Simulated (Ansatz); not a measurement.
# Molecular dynamics of BFH$_{5}$N

input.yaml

```yaml
crystal:
  periodic: [false, false, false]
  atoms:
    - { symbol: B, position_ang: [0.040899, 0.35591, 0.07714] }
    - { symbol: H, position_ang: [-0.234672, -0.330795, 1.303982] }
    - { symbol: F, position_ang: [1.234073, -0.128823, -0.380517] }
    - { symbol: H, position_ang: [-0.977024, 0.153922, -0.570352] }
    - { symbol: "N", position_ang: [0.085585, 1.783169, 0.72333] }
    - { symbol: H, position_ang: [1.016431, 2.107746, 1.006882] }
    - { symbol: H, position_ang: [-0.465525, 2.536484, 0.303221] }
    - { symbol: H, position_ang: [-0.248469, 0.685087, 1.468614] }
basis:
  gaussian: { orbitals: def2-SVP }
hamiltonian:
  xc: pbe
  dispersion: d4
md:
  timestep: 0.5
  n_steps: 200
  ensemble: nve
  temperature: 300.0
  initial_velocities: maxwell_boltzmann
  seed: 10887
```

Launched with:

```bash
$ ansatz run input.yaml --threads 1 --pin off --max-ram 2048MiB --backend cpu --events-out ev --progress --plain --runs-dir out
```

It starts at the highest image of a converged band. Of that band: Neighbouring images differ by up to 1.2 eV, so the band resolves the path poorly. A vibrational analysis at the climbing image gives one clearly imaginary mode, 1231i cm⁻¹: a first-order saddle point.

Output, in part (step lines, the closing report, with atoms numbered from 0):

```
md step     0: t =     0.00 fs  T =   300.0 K  F+E_penalty+E_count = -4955.49037266 eV  E_kin = 0.232668 eV  conserved = -4955.25770466 eV  (24 SCF iters)
[... lines left out ...]
Total energy: -4955.87391266 eV, -182.1250070781 hartree
Atom 0 at     0.068297     0.334660     0.167443 Å, force    -0.860132    -3.565606    -1.785441 eV/Å
Atom 1 at    -0.256806    -0.443883     1.083757 Å, force    -0.102688     0.263033     0.143628 eV/Å
Atom 2 at     1.243462    -0.152357    -0.464596 Å, force     0.434765     1.172364     0.719834 eV/Å
Atom 3 at    -0.767913     0.376049    -0.785359 Å, force    -0.224530     0.296187     0.700334 eV/Å
Atom 4 at     0.038204     1.724801     0.797649 Å, force     2.149475     5.391092    -0.024332 eV/Å
Atom 5 at     0.926001     2.229879     1.130528 Å, force    -0.122624    -1.770267     0.619812 eV/Å
Atom 6 at    -0.003446     2.537578     0.079021 Å, force    -1.347913    -1.346874     0.490722 eV/Å
Atom 7 at    -0.619474     1.935333     1.587930 Å, force     0.073646    -0.439929    -0.864557 eV/Å
Dipole moment:    -0.098541     1.315595     0.606337 e Å
```

The steps, from the saved trajectory:

```json
{"time (fs)": "0", "T (K)": "300", "potential energy less start (eV)": "0.000", "conserved less start (meV/atom)": "0.00"}
{"time (fs)": "3", "T (K)": "164", "potential energy less start (eV)": "0.107", "conserved less start (meV/atom)": "0.17"}
{"time (fs)": "6", "T (K)": "158", "potential energy less start (eV)": "0.111", "conserved less start (meV/atom)": "0.11"}
{"time (fs)": "9", "T (K)": "296", "potential energy less start (eV)": "0.004", "conserved less start (meV/atom)": "0.10"}
{"time (fs)": "12", "T (K)": "603", "potential energy less start (eV)": "-0.234", "conserved less start (meV/atom)": "0.16"}
{"time (fs)": "15", "T (K)": "1251", "potential energy less start (eV)": "-0.738", "conserved less start (meV/atom)": "-0.08"}
{"time (fs)": "18", "T (K)": "1498", "potential energy less start (eV)": "-0.929", "conserved less start (meV/atom)": "-0.06"}
{"time (fs)": "21", "T (K)": "1385", "potential energy less start (eV)": "-0.841", "conserved less start (meV/atom)": "0.03"}
{"time (fs)": "24", "T (K)": "1271", "potential energy less start (eV)": "-0.753", "conserved less start (meV/atom)": "0.04"}
{"time (fs)": "27", "T (K)": "1237", "potential energy less start (eV)": "-0.727", "conserved less start (meV/atom)": "0.00"}
{"time (fs)": "30", "T (K)": "1029", "potential energy less start (eV)": "-0.565", "conserved less start (meV/atom)": "0.05"}
{"time (fs)": "33", "T (K)": "813", "potential energy less start (eV)": "-0.397", "conserved less start (meV/atom)": "0.05"}
{"time (fs)": "36", "T (K)": "793", "potential energy less start (eV)": "-0.382", "conserved less start (meV/atom)": "0.07"}
{"time (fs)": "39", "T (K)": "693", "potential energy less start (eV)": "-0.305", "conserved less start (meV/atom)": "-0.01"}
{"time (fs)": "42", "T (K)": "428", "potential energy less start (eV)": "-0.099", "conserved less start (meV/atom)": "0.12"}
{"time (fs)": "45", "T (K)": "402", "potential energy less start (eV)": "-0.078", "conserved less start (meV/atom)": "0.10"}
{"time (fs)": "48", "T (K)": "667", "potential energy less start (eV)": "-0.285", "conserved less start (meV/atom)": "-0.07"}
{"time (fs)": "51", "T (K)": "754", "potential energy less start (eV)": "-0.352", "conserved less start (meV/atom)": "0.08"}
{"time (fs)": "54", "T (K)": "854", "potential energy less start (eV)": "-0.430", "conserved less start (meV/atom)": "-0.12"}
{"time (fs)": "57", "T (K)": "752", "potential energy less start (eV)": "-0.350", "conserved less start (meV/atom)": "0.10"}
{"time (fs)": "60", "T (K)": "841", "potential energy less start (eV)": "-0.420", "conserved less start (meV/atom)": "0.00"}
{"time (fs)": "63", "T (K)": "869", "potential energy less start (eV)": "-0.442", "conserved less start (meV/atom)": "-0.05"}
{"time (fs)": "66", "T (K)": "700", "potential energy less start (eV)": "-0.309", "conserved less start (meV/atom)": "0.17"}
{"time (fs)": "69", "T (K)": "876", "potential energy less start (eV)": "-0.447", "conserved less start (meV/atom)": "-0.06"}
{"time (fs)": "72", "T (K)": "1049", "potential energy less start (eV)": "-0.581", "conserved less start (meV/atom)": "0.06"}
{"time (fs)": "75", "T (K)": "1094", "potential energy less start (eV)": "-0.617", "conserved less start (meV/atom)": "-0.09"}
{"time (fs)": "78", "T (K)": "836", "potential energy less start (eV)": "-0.416", "conserved less start (meV/atom)": "-0.01"}
{"time (fs)": "81", "T (K)": "684", "potential energy less start (eV)": "-0.296", "conserved less start (meV/atom)": "0.20"}
{"time (fs)": "84", "T (K)": "941", "potential energy less start (eV)": "-0.498", "conserved less start (meV/atom)": "-0.09"}
{"time (fs)": "87", "T (K)": "1027", "potential energy less start (eV)": "-0.564", "conserved less start (meV/atom)": "0.05"}
{"time (fs)": "90", "T (K)": "1111", "potential energy less start (eV)": "-0.628", "conserved less start (meV/atom)": "0.06"}
{"time (fs)": "93", "T (K)": "1244", "potential energy less start (eV)": "-0.733", "conserved less start (meV/atom)": "-0.06"}
{"time (fs)": "96", "T (K)": "1131", "potential energy less start (eV)": "-0.644", "conserved less start (meV/atom)": "0.03"}
{"time (fs)": "99", "T (K)": "854", "potential energy less start (eV)": "-0.429", "conserved less start (meV/atom)": "0.06"}
```

All steps were run. The conserved energy stayed within 0.22 meV per atom of its start (net change 0.12 meV per atom), so the integration is sound. The kinetic energy rose, since the run started high on the potential surface and went downhill. A run of 0.1 ps of so small a system gives no equilibrium averages. The orbitals stay closed-shell, which can raise the energy where a bond breaks towards radicals; this wasn't checked here.

Between its relaxed ends the band would form H2–H8 and break B1–H2, N5–H8. These pairs go: H2–H8 1.03 → 2.46 Å, B1–H2 1.43 → 1.25 Å, N5–H8 1.37 → 1.05 Å. In the last frame they stand as before the step (other bonds may differ from the relaxed reactants and products). It ends as one piece, BFH5N. Pairs count as bonded within 1.25 times the sum of covalent radii (0.12 Å more for H–H).

Last frame:

```xyz
8
Properties=species:S:1:pos:R:3
B 0.068 0.335 0.167
H -0.257 -0.444 1.084
F 1.244 -0.152 -0.465
H -0.768 0.376 -0.785
N 0.038 1.725 0.798
H 0.926 2.230 1.131
H -0.003 2.538 0.079
H -0.620 1.935 1.588
```

The run took 4.4 min on 1 thread of Arm Neoverse V1 (shared host), peak memory 0.11 GiB.
